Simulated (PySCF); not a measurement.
Ligands exchanged one at a time, C F-SH. Isolated molecules, 0 K electronic values unless said otherwise. One relaxed conformer stands for each flexible species; it need not be the lowest. Strings in code marks are SMILES.

These are PySCF 2.14.0 with PBE-D3(BJ)/def2-TZVP // CAM-B3LYP-D3(BJ)/def2-TZVP values and carry that method's errors. Excitations are Tamm–Dancoff values on a coarser integration grid. The basis has no diffuse functions, so Rydberg states are missing or too high.

```
species                                                                            LUMO (eV)  S1–T1 gap (TDA) (eV)  T1 excitation (TDA) (eV)  HOMO–LUMO gap (eV)
---------------------------------------------------------------------------------  ---------  --------------------  ------------------------  ------------------
0 of 4 F replaced by SH (`FC(F)(F)F`)                                                      –                     –                         –               12.05
1 of 4 F replaced by SH (`FC(F)(F)S`)                                                  -1.37                  0.62                      5.07                 ___
2 of 4 F replaced by SH (`FC(F)(S)S` (S–C–S–H torsion -65°, S–C–S–H torsion 65°))      -1.90                  0.43                      3.96                4.22
3 of 4 F replaced by SH (`FC(S)(S)S`)                                                  -2.01                  0.38                       ___                 ___
```

Task: What belongs in the gaps?

Result: 
- 1 of 4 F replaced by SH (`FC(F)(F)S`), HOMO–LUMO gap (eV): 5.47
- 3 of 4 F replaced by SH (`FC(S)(S)S`), T1 excitation (TDA) (eV): 3.90
- 3 of 4 F replaced by SH (`FC(S)(S)S`), HOMO–LUMO gap (eV): 4.13
